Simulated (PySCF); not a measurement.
Fill in the blanks.

Compound: CHCl (triplet state).
SMILES with atom numbers: `[CH:1][Cl:2]` (hydrogens: H3 on C1)

| property | level | value |
| --- | --- | --- |
| point group | PBE0-D3(BJ)/def2-SVP | Cs |
| rotational constants A, B, C | PBE0-D3(BJ)/def2-SVP | ? |
| dipole moment | PBE0-D3(BJ)/def2-SVP | ? |
| isotropic g value | unrestricted B3LYP/IGLO-III on C Cl, pcH-1 on H, mean-field spin–orbit | 2.00427 |
| spin squared ⟨S²⟩ | unrestricted B3LYP/IGLO-III on C Cl, pcH-1 on H | ? |
| largest isotropic hyperfine couplings (means over sets of like nuclei) | unrestricted B3LYP/IGLO-III on C Cl, pcH-1 on H, mean-field spin–orbit | 13C +323.6 (C1), 1H +47.5 (H3), 35Cl +13.4 (Cl2) MHz |

Electronic properties: PySCF, gas phase, density fitting. Geometry: PBE0-D3(BJ)/def2-SVP; no solvent, vibrations or thermal averaging. This triplet need not be the ground state; the singlet was not compared here.

Q: The rotational constants A, B, C?

A: 765.118, 17.858, 17.451 GHz.

Q: Give the dipole moment.

A: 0.82 D.

Q: The spin squared ⟨S²⟩?

A: 2.007.

The rotational constants make it an asymmetric top with κ = (2B − A − C)/(A − C) = -1.00, nearer the prolate limit (−1). With B = h/(8π²I), that is 505.379 GHz u Å² over I, the principal moments of inertia are 0.66, 28.3 and 29.0 u Å² (most abundant isotopes); the inertial defect Ic − Ia − Ib is 0.0 u Å² (zero for a rigid planar frame, negative otherwise). ⟨S²⟩ is 0.007 above the pure-spin value S(S + 1) = 2.00.
